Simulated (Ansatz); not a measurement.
A made-up structure of CH4NNa, singlet:

N1  (-0.151, -0.574, -0.612)
C2  (0.357, -0.030, 0.345)
Na3  (-0.709, 1.916, 0.791)
H4  (-1.194, -0.773, -0.415)
H5  (-0.096, 0.072, -1.477)
H6  (1.491, 0.152, 0.109)
H7  (0.302, -0.763, 1.259)
(Å)

It is relaxed with PBE-D4/def2-SVP and then PBE0-D4/def2-TZVP (Ansatz 0.2.0). Atoms count as bonded within 1.22 times the sum of their covalent radii (H–H: 0.88 Å). The end point is not checked to be a true minimum.

Does its bonding change? (A judgement: the text doesn't fix the answer.)

The calculation gives: No: no bond forms or breaks.

Where it ends: The first stage lowers the energy by 1.98 eV in 6 steps. It ends as CH₄NNa ([NH2][CH2][Na]):
N1  (-0.189, -0.706, -0.757)
C2  (0.347, 0.032, 0.384)
Na3  (-0.556, 2.128, 1.117)
H4  (-1.165, -0.929, -0.615)
H5  (-0.148, -0.146, -1.599)
H6  (1.407, 0.234, 0.202)
H7  (0.306, -0.613, 1.267)
(Å)

Labels in which every atom is bracketed show which atoms are joined, not bond orders.

For scale, one of the runs: PBE0-D4/def2-TZVP relaxation, 118 basis functions, launched by `ansatz run in.yaml --threads 2 --pin off --events-out ev --progress --plain --max-ram 4352MiB`. The run took about 13 s on 2 CPU threads of an Arm Neoverse V1 (shared host).
